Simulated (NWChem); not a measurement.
Everything below was run with NWChem. System: C2H2, charge 0, spin multiplicity 1, at a geometry optimised with PBE0/def2-SVP. Level: MP2/cc-pVDZ, 2 core orbitals frozen, spin-restricted.

The NWChem input:

```
start mol
memory heap 200 mb stack 900 mb global 1100 mb
geometry units angstroms nocenter noautoz noautosym
  C      0.000000     0.000000    -0.604265
  C      0.000000     0.000000     0.604265
  H      0.000000     0.000000    -1.679242
  H      0.000000     0.000000     1.679242
end
basis spherical
  * library cc-pvdz
end
scf
  rhf
  nopen 0
  maxiter 100
  thresh 1e-7
  semidirect memsize 60000000 filesize 0
end
mp2
  freeze core 2
end
task mp2 energy
```

Part of the output:

```
             Northwest Computational Chemistry Package (NWChem) 7.3.0
             --------------------------------------------------------

                                NWChem Input Module
                                -------------------

 Scaling coordinates for geometry "geometry" by  1.889725989
 (inverse scale =  0.529177249)

                             Geometry "geometry" -> ""
                             -------------------------

 Output coordinates in angstroms (scale by  1.889725989 to convert to a.u.)

  No.       Tag          Charge          X              Y              Z
 ---- ---------------- ---------- -------------- -------------- --------------
    1 C                    6.0000     0.00000000     0.00000000    -0.60426500
    2 C                    6.0000     0.00000000     0.00000000     0.60426500
    3 H                    1.0000     0.00000000     0.00000000    -1.67924200
    4 H                    1.0000     0.00000000     0.00000000     1.67924200

 Effective nuclear repulsion energy (a.u.)      24.6089184991

            Nuclear Dipole moment (a.u.)
            ----------------------------
        X                 Y               Z
 ---------------- ---------------- ----------------
     0.0000000000     0.0000000000     0.0000000000


 Summary of "ao basis" -> "" (spherical)
 ------------------------------------------------------------------------------
       Tag                 Description            Shells   Functions and Types
 ---------------- ------------------------------  ------  ---------------------
 *                          cc-pvdz                   on all atoms

 Summary of "ao basis" -> "ao basis" (spherical)
 ------------------------------------------------------------------------------
       Tag                 Description            Shells   Functions and Types
 ---------------- ------------------------------  ------  ---------------------
 C                          cc-pvdz                  6       14   3s2p1d
 H                          cc-pvdz                  3        5   2s1p

                                 NWChem SCF Module
                                 -----------------

  ao basis        = "ao basis"
  functions       =    38
  atoms           =     4
  closed shells   =     7
  open shells     =     0
  charge          =   0.00
  wavefunction    = RHF
  use symmetry    = F
  symmetry adapt  = F

 Summary of "ao basis" -> "ao basis" (spherical)
 ------------------------------------------------------------------------------
       Tag                 Description            Shells   Functions and Types
 ---------------- ------------------------------  ------  ---------------------
 C                          cc-pvdz                  6       14   3s2p1d
 H                          cc-pvdz                  3        5   2s1p

 Forming initial guess at       0.0s

      Superposition of Atomic Density Guess
      -------------------------------------

 Sum of atomic energies:         -76.33085022

      Non-variational initial energy
      ------------------------------

 Total energy =     -77.146479
 1-e energy   =    -149.750189
 2-e energy   =      47.994792
 HOMO         =      -0.356912
 LUMO         =       0.062400

 Starting SCF solution at       0.2s

 ----------------------------------------------
         Quadratically convergent ROHF

 Convergence threshold     :          1.000E-07
 Maximum no. of iterations :          100
 Final Fock-matrix accuracy:          1.000E-09
 ----------------------------------------------

              iter       energy          gnorm     gmax       time
             ----- ------------------- --------- --------- --------
                 1      -76.8002591166  5.18D-01  3.04D-01      0.2
                 2      -76.8235480737  1.28D-01  4.70D-02      0.2
                 3      -76.8252293032  2.67D-03  1.07D-03      0.2
                 4      -76.8252301113  1.64D-06  6.61D-07      0.2
                 5      -76.8252301113  8.94D-09  3.21D-09      0.2

       Final RHF  results
       ------------------

         Total SCF energy =    -76.825230111345
      One-electron energy =   -151.344589516328
      Two-electron energy =     49.910440905849
 Nuclear repulsion energy =     24.608918499134

        Time for solution =      0.0s

             Final eigenvalues
             -----------------

              1
    1  -11.2504
    2  -11.2469
    3   -1.0251
    4   -0.7591
    5   -0.6708
    6   -0.4048
    7   -0.4048
    8    0.1898
    9    0.1985
   10    0.1985
   11    0.2218
   12    0.4919
   13    0.5335
   14    0.6619
   15    0.6619
   16    0.8175
   17    0.8175

                       ROHF Final Molecular Orbital Analysis
                       -------------------------------------

 Vector    5  Occ=2.000000D+00  E=-6.707700D-01
              MO Center= -3.4D-18, -9.6D-18,  6.2D-14, r^2= 2.0D+00
   Bfn.  Coefficient  Atom+Function         Bfn.  Coefficient  Atom+Function
  ----- ------------  ---------------      ----- ------------  ---------------
     6      0.374721  1 C  pz                20     -0.374721  2 C  pz
    29     -0.290513  3 H  s                 34     -0.290513  4 H  s

 Vector    6  Occ=2.000000D+00  E=-4.047678D-01
              MO Center=  1.5D-16,  3.0D-17, -1.6D-16, r^2= 1.3D+00
   Bfn.  Coefficient  Atom+Function         Bfn.  Coefficient  Atom+Function
  ----- ------------  ---------------      ----- ------------  ---------------
     5      0.402958  1 C  py                19      0.402958  2 C  py
     8      0.260712  1 C  py                22      0.260712  2 C  py

 Vector    7  Occ=2.000000D+00  E=-4.047678D-01
              MO Center=  1.5D-16, -3.1D-19,  1.4D-17, r^2= 1.3D+00
   Bfn.  Coefficient  Atom+Function         Bfn.  Coefficient  Atom+Function
  ----- ------------  ---------------      ----- ------------  ---------------
     4      0.402958  1 C  px                18      0.402958  2 C  px
     7      0.260712  1 C  px                21      0.260712  2 C  px

 Vector    8  Occ=0.000000D+00  E= 1.897985D-01
              MO Center=  6.5D-16,  2.8D-16,  1.5D-12, r^2= 7.7D+00
   Bfn.  Coefficient  Atom+Function         Bfn.  Coefficient  Atom+Function
  ----- ------------  ---------------      ----- ------------  ---------------
     9      2.419567  1 C  pz                23      2.419567  2 C  pz
    30      2.163174  3 H  s                 35     -2.163174  4 H  s
     3      1.505878  1 C  s                 17     -1.505878  2 C  s
     2     -0.155358  1 C  s                 16      0.155358  2 C  s

 Vector    9  Occ=0.000000D+00  E= 1.985263D-01
              MO Center=  4.7D-18, -7.1D-16, -2.3D-15, r^2= 2.4D+00
   Bfn.  Coefficient  Atom+Function         Bfn.  Coefficient  Atom+Function
  ----- ------------  ---------------      ----- ------------  ---------------
     8      0.839962  1 C  py                22     -0.839962  2 C  py
     5      0.330536  1 C  py                19     -0.330536  2 C  py

 Vector   10  Occ=0.000000D+00  E= 1.985263D-01
              MO Center= -3.4D-16, -1.9D-17, -3.5D-15, r^2= 2.4D+00
   Bfn.  Coefficient  Atom+Function         Bfn.  Coefficient  Atom+Function
  ----- ------------  ---------------      ----- ------------  ---------------
     7      0.839962  1 C  px                21     -0.839962  2 C  px
     4      0.330536  1 C  px                18     -0.330536  2 C  px

 center of mass
 --------------
 x =   0.00000000 y =   0.00000000 z =   0.00000000

 moments of inertia (a.u.)
 ------------------
          51.591547021263           0.000000000000           0.000000000000
           0.000000000000          51.591547021263           0.000000000000
           0.000000000000           0.000000000000           0.000000000000

  Mulliken analysis of the total density
  --------------------------------------

    Atom       Charge   Shell Charges
 -----------   ------   -------------------------------------------------------
    1 C    6     6.07   2.00  0.66  0.58  1.93  0.86  0.04
    2 C    6     6.07   2.00  0.66  0.58  1.93  0.86  0.04
    3 H    1     0.93   0.72  0.17  0.04
    4 H    1     0.93   0.72  0.17  0.04

       Multipole analysis of the density wrt the origin
       ------------------------------------------------

     L   x y z        total         open         nuclear
     -   - - -        -----         ----         -------
     0   0 0 0     -0.000000      0.000000     14.000000

     1   1 0 0     -0.000000      0.000000      0.000000
     1   0 1 0     -0.000000      0.000000      0.000000
     1   0 0 1     -0.000000      0.000000      0.000000

     2   2 0 0    -10.199988      0.000000      0.000000
     2   1 1 0      0.000000      0.000000      0.000000
     2   1 0 1      0.000000      0.000000      0.000000
     2   0 2 0    -10.199988      0.000000      0.000000
     2   0 1 1     -0.000000      0.000000      0.000000
     2   0 0 2     -4.858219      0.000000     35.786856

                   NWChem MP2 Semi-direct Energy/Gradient Module
                   ---------------------------------------------

  Basis functions       =     38
  Molecular orbitals    =     38
  Frozen core           =      2
  Frozen virtuals       =      0
  Active alpha occupied =      5
  Active beta occupied  =      5
  Active alpha virtual  =     31
  Active beta virtual   =     31
  Use MO symmetry       = F
  Use skeleton AO sym   = F

  AO/Fock/Back tols     =   1.0D-09  1.0D-09  1.0D-09

 GA uses MA = F    GA memory limited = T

 Available:
  local mem=  1.26D+08
 global mem=  1.44D+08
 local disk=  0.00D+00
  mp2_memr nvloc                    31
  nvloc new                    31
   1 passes of   5:        2097152                       6898                    393033.
   1 passes of   5: M    126154612           G      144176312           F     124057460.

 Semi-direct pass number   1 of   1  for RHF alpha+beta  at        0.3s
  vrange nnbf                   741
  mp2_eaftype                    10  avail_ma_in_mb                  1099
 EAF : mp2_eaftype filesize          10     196517.
  mp2_eaf for mointskh                     10
Node 0 wrote      0.9 Mb in      0.0 s     Agg I/O rate:   527.1 Mb/s
 Done moints_semi at        0.6s
  mp2_eaftype                    10  avail_ma_in_mb                  1089
 EAF : mp2_eaftype filesize          10     196517.
  mp2_eaf for kh                    10
 Done maket at        0.6s
 Done multipass loop at        0.6s

          -------------------------------------------
          SCF energy                 -76.825230111345
          Correlation energy          -0.256615087346
          Singlet pairs               -0.163906749952
          Triplet pairs               -0.092708337394
          Total MP2 energy           -77.081845198692
          -------------------------------------------

          ---------------------------------------------------
                    Spin Component Scaled (SCS) MP2
          Same spin pairs                     -0.061805558263
          Same spin scaling factor             0.333333333333
          Opposite spin pairs                 -0.194809529083
          Opposite spin scaling fact.          1.200000000000
          SCS-MP2 correlation energy          -0.254373287654
          Total SCS-MP2 energy               -77.079603399000
          ---------------------------------------------------

 -----------------------
 Performance information
 -----------------------

 Timer overhead =  2.02D-07 seconds/call

               Nr. of calls         CPU time (s)                 Wall time (s)                GFlops
             ---------------    -------------------     ------------------------------   -------------------
Name         Min   Avg   Max    Min     Avg     Max     Min     Avg     Max   Mx/calls   Min     Max     Sum
mp2: moin     1     1     1   0.34    0.34    0.34     0.34    0.34    0.34    0.34      0.0     0.0     0.0
mp2: make     1     1     1   1.36E-2 1.36E-2 1.36E-2  1.36E-2 1.36E-2 1.36E-2 1.36E-2   0.0     0.0     0.0
mp2: tota     1     1     1   0.37    0.37    0.37     0.37    0.37    0.37    0.37      0.0     0.0     0.0

 The average no. of pstat calls per process was 3.00D+00
 with a timing overhead of 6.06D-07s

 Task  times  cpu:        0.6s     wall:        0.6s

 Total times  cpu:        0.6s     wall:        0.6s
```
